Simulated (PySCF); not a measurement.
# H2O3 (trioxidane) at 6 levels

Wanted: a comparison of 6 runs (M06-2X/STO-6G, PBE/STO-6G, UPBE0/STO-6G, r2SCAN/STO-6G, MP2/STO-6G, UCCSD(T)/STO-6G) of H2O3 (trioxidane). Input form: a Python script.

Program for the calculation: PySCF 2.14.0.

7 further runs of the same task are left out: 7 set aside as unsound or not needed.

## Step 1: The structure to begin with

The species is H2O3 (5 atoms), meant as a singlet with charge 0. SMILES: `OOO`. The O1–H4 distance was set to 1.743 Å, away from the relaxed value. At this shape a bond of the SMILES string is far longer than usual.

Bond lengths: O1–O2 1.403 Å, O2–O3 1.403 Å, O3–H5 0.968 Å. Angles: O1–O2–O3 108.0°, O2–O3–H5 102.8°.

## Step 2: A single-point energy at M06-2X/STO-6G (run 1)

Input file calc.py:

```python
from pyscf import gto, dft

system = gto.M(
    atom='''
O   -0.694634  -1.282535   0.285140
O    0.140036  -0.626145   1.201510
O    1.446776  -0.649415   0.692350
H   -1.310410   0.028200  -0.685190
H    1.512966   0.199635   0.231280
''',
    basis='sto-6g',
    spin=0,
    max_memory=1860,
    charge=0,
    verbose=3,
)

mf = dft.RKS(system, xc='m06-2x')
mf.grids.level = 5
mf.conv_tol = 1e-10
mf.kernel()
if not mf.converged:
    mf = mf.newton().run(mf.mo_coeff, mf.mo_occ)

e_final = mf.e_tot
print(f'total energy: {e_final:.8f} hartree')
```

Started as:

```sh
OMP_NUM_THREADS=1 python calc.py
```

Log:

```text
converged SCF energy = -225.534440699562
total energy: -225.53444070 hartree
```

It took 4.8 s on 1 thread of Arm Neoverse V1, shared host; peak memory 0.19 GiB.

## Step 3: A single-point energy at PBE/STO-6G (run 2)

Input file input.py:

```python
from pyscf import gto, dft

mol = gto.M(
    atom='''
O     -1.312668    -2.423640     0.538837
O      0.264630    -1.183243     2.270525
O      2.734010    -1.227216     1.308352
H     -2.476316     0.053290    -1.294821
H      2.859091     0.377255     0.437056
''',
    max_memory=1860,
    basis='sto-6g',
    unit='bohr',
    verbose=3,
)

mf = dft.RKS(mol)
mf.xc = 'pbe'
mf.grids.level = 5
mf.conv_tol = 1e-10
mf.kernel()
if not mf.converged:
    mf = mf.newton().run(mf.mo_coeff, mf.mo_occ)

e_final = mf.e_tot
print(f'total energy: {e_final:.8f} hartree')
```

Started as:

```sh
OMP_NUM_THREADS=1 python input.py
```

Log:

```text
converged SCF energy = -225.426319260277
total energy: -225.42631926 hartree
```

It took 4.2 s on 1 thread of Arm Neoverse V1, shared host; peak memory 0.19 GiB.

Run 3 isn't shown in full; the table further down has it.

## Step 4: A single-point energy at r2SCAN/STO-6G (run 4)

Input file run.py:

```python
from pyscf import gto, dft

system = gto.Mole()
system.atom = '''
O     -1.312668    -2.423640     0.538837
O      0.264630    -1.183243     2.270525
O      2.734010    -1.227216     1.308352
H     -2.476316     0.053290    -1.294821
H      2.859091     0.377255     0.437056
'''
system.spin = 0
system.max_memory = 1860
system.unit = 'bohr'
system.verbose = 4
system.basis = 'sto-6g'
system.build()

mf = dft.RKS(system)
mf.xc = 'r2scan'
mf.conv_tol = 1e-10
mf.grids.level = 5
mf.kernel()
if not mf.converged:
    mf = mf.newton().run(mf.mo_coeff, mf.mo_occ)

energy = mf.e_tot
print('Final energy', energy)
```

Started as:

```sh
OMP_NUM_THREADS=1 python run.py
```

Log:

```text
PySCF version 2.14.0

[... 80 lines left out ...]
converged SCF energy = -225.572778031156
Final energy -225.57277803115642
```

It took 5.4 s on 1 thread of Arm Neoverse V1, shared host; peak memory 0.19 GiB.

Run 5 isn't shown in full; the table further down has it.

## Step 5: A single-point energy at UCCSD(T)/STO-6G (run 6)

Input file job.py:

```python
from pyscf import gto, scf, cc

mol = gto.Mole()
mol.atom = '''
O       -0.694634      -1.282535       0.285140
O        0.140036      -0.626145       1.201510
O        1.446776      -0.649415       0.692350
H       -1.310410       0.028200      -0.685190
H        1.512966       0.199635       0.231280
'''
mol.spin = 0
mol.max_memory = 1860
mol.basis = 'sto-6g'
mol.verbose = 4
mol.build()

myscf = scf.UHF(mol)
myscf.conv_tol = 1e-10
myscf.kernel()
if not myscf.converged:
    myscf = myscf.newton().run(myscf.mo_coeff, myscf.mo_occ)
for _ in range(3):
    mo, _, stable, _ = myscf.stability(return_status=True)
    if stable:
        break
    myscf.kernel(myscf.make_rdm1(mo, myscf.mo_occ))

mycc = cc.CCSD(myscf, frozen=3)
mycc.kernel()
e_t = mycc.ccsd_t()
energy = mycc.e_tot + e_t
print(f'total energy: {energy:.8f} hartree')
```

Started as:

```sh
OMP_NUM_THREADS=1 python job.py
```

Log:

```text
PySCF version 2.14.0

[... 109 lines left out ...]
converged SCF energy = -224.513480198342  <S^2> = 1.9447022e-10  2S+1 = 1
[... 100 lines left out ...]
converged SCF energy = -224.610433636742  <S^2> = 0.88333001  2S+1 = 2.1291595
[... 14 lines left out ...]
Init t2, MP2 energy = -0.104749643414091
[... 32 lines left out ...]
UCCSD converged
[... 2 lines left out ...]
total energy: -224.78025457 hartree
```

Wall time 1.3 s (1 thread of Arm Neoverse V1, shared host); peak memory 0.12 GiB.

## Step 6: All runs side by side

| run | level | follow instability | integration grid | energy (Eh) | dipole moment (D) of the reference | HOMO energy (eV) | LUMO energy (eV) | wall time |
| --- | --- | --- | --- | --- | --- | --- | --- | --- |
| 1 | M06-2X/STO-6G | – | 5 | -225.534441 | 2.05 | -6.37 | 1.26 | 4.8 s |
| 2 | PBE/STO-6G | – | 5 | -225.426319 | 1.71 | -3.12 | -0.61 | 4.2 s |
| 3 | UPBE0/STO-6G | yes | 5 | -225.428300 | 1.83 | -5.01 | 0.95 | 23 s |
| 4 | r2SCAN/STO-6G | – | 5 | -225.572778 | 1.79 | -3.70 | -0.80 | 5.4 s |
| 5 | MP2/STO-6G | – | – | -224.698097 | 2.29 | -8.67 | 4.03 | 0.9 s |
| 6 | UCCSD(T)/STO-6G | yes | – | -224.780255 | 1.70 | -10.68 | 8.52 | 1.3 s |

## Step 7: What came out

```
                                          quantity          value
                               run 6: total energy  -224.78025 Eh
       run 6: dipole moment (Hartree–Fock density)         1.70 D
        run 6: HOMO energy (Hartree–Fock orbitals)      -10.68 eV
        run 6: LUMO energy (Hartree–Fock orbitals)        8.52 eV
      run 6: HOMO–LUMO gap (Hartree–Fock orbitals)       19.20 eV
run 6: correlation energy (3 core orbitals frozen)     -169.8 mEh
                             run 6: (T) correction      -4.55 mEh
          run 6: ⟨S²⟩ of the reference determinant          0.883
                              run 6: T1 diagnostic          0.057
```

What this shows: Over runs 1, 2, 3, 4 the dipole moment (its size) runs from 1.71 D (PBE/STO-6G) to 2.05 D (M06-2X/STO-6G). Over runs 1, 2, 3, 4 the HOMO–LUMO gap runs from 2.51 eV (PBE/STO-6G) to 7.63 eV (M06-2X/STO-6G). Totals of different functionals can't be ranked against each other. In runs 1, 2, 3, 4, 5, 6 the basis is minimal, so the values are rough. In runs 1, 2, 4, 5 a closed-shell determinant meets a far-stretched bond, which it describes badly. Spin contamination of the reference: run 6 ⟨S²⟩ = 0.88, run 3 ⟨S²⟩ = 0.58. Where it is this large, the reference is a mixture of spin states, and values that rest on it are in doubt. All runs together took 40 s, the longest 23 s.
